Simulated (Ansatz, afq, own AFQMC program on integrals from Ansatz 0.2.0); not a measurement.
## CH2⁺, doublet in cc-pVDZ, levels against full CI

```xyz
3

C     0.0000    0.0000    0.0000
H     0.0000    0.0000   -2.5862
H     0.0000    0.0000    2.5862
```

Basis cc-pVDZ. Noble-gas cores (and the filled d shells of Ga–Kr and In–Xe) are frozen. Integrals, coupled cluster, full CI and functionals: Ansatz 0.2.0; the random walks run on the same integrals in our own AFQMC program. The CISD trial takes its coefficients from CCSD amplitudes. Released means that phaseless walkers are propagated on without the constraint, phases kept. ± is one standard error of the sampling.

Determinant: ROHF, the one that the program's search chose, which needn't be the lowest solution. The geometry is a point of a scan.

Full CI on the same integrals is exact in this basis and with this determinant's frozen core.

Cautions: a spin-contaminated unrestricted determinant lies lower (UHF 2.76 eV lower, ⟨S²⟩ 1.76); strong correlation (T1 0.177, weight of the determinant 0.58, largest double 0.38); the CCSD(T) amplitudes may be one of several solutions (largest double 0.38); the CCSDT(Q) amplitudes may be one of several solutions (largest double 0.46); the CCSDTQ amplitudes may be one of several solutions (largest double 0.46); the released energies are still falling, so no released level is given (meV from the phaseless value at times in 1/Eh: -22 ± 7 at 0.24, -36 ± 8 at 0.51, -49 ± 8 at 0.99, -91 ± 11 at 1.62, -92 ± 19 at 2.40); the ph-AFQMC/CISD walk drifts between its halves (2.6 errors); the next higher spin lies close (full CI puts it 46 meV above).

```
T1 diagnostic                               : 0.1771
weight of the determinant in the CISD state : 0.577
size of the correlated space                : 5 electrons in 23 orbitals
```

```json
{"level": "MP2", "correlation energy (eV)": "-2.7604"}
{"level": "CCSD", "correlation energy (eV)": "-4.5639"}
{"level": "CCSD(T)", "correlation energy (eV)": "-4.7712"}
```

Estimate where full CI lies against CCSD(T) on the same integrals.

0.6 kJ/mol below CCSD(T).

Reference: full CI, correlation energy -4.777 eV. The cautions show a poor starting determinant, so the rows tell how each method copes with it here, and full CI is the sure value.

```json
{"level": "CCSD(T)", "E − E(reference) (kJ/mol)": "0.6", "share of correlation (%)": "99.87"}
{"level": "CCSDT", "E − E(reference) (kJ/mol)": "2.3", "share of correlation (%)": "99.49"}
{"level": "CCSDT(Q)", "E − E(reference) (kJ/mol)": "0.2", "share of correlation (%)": "99.96"}
{"level": "CCSDTQ", "E − E(reference) (kJ/mol)": "1.1", "share of correlation (%)": "99.76"}
{"level": "ph-AFQMC/CISD", "E − E(reference) (kJ/mol)": "18.2 ± 0.6", "share of correlation (%)": "96.04"}
```

CCSDT and higher add their correlation energy to the determinant of the CCSD(T) run, since their own runs factorise the integrals more tightly (a shift of under 2 meV).
